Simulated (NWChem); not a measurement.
Species: fluorine (F₂); SMILES FF

```xyz
2

F      0.0000     0.0000     0.6882
F      0.0000     0.0000    -0.6882
```
Atoms are numbered in this order, from 1.

Computed with NWChem. Geometry optimised at PBE0/def2-SVP; all other runs use it. 

```
quantity                                                    level  value
--------------------------------------------  -------------------  -----
solvation free energy (kcal/mol) in n-hexane   PBE0/def2-SVP, SMD    0.5
vertical, lowest excitation, singlet (eV)     PBE0/def2-SVPD, TDA   4.98
−ε(HOMO) (eV)                                        PBE/def2-SVP   8.68
isotropic polarisability (bohr³), static           PBE0/def2-SVPD    8.1
highest harmonic frequency (cm⁻¹)                   PBE0/def2-SVP   1080
```
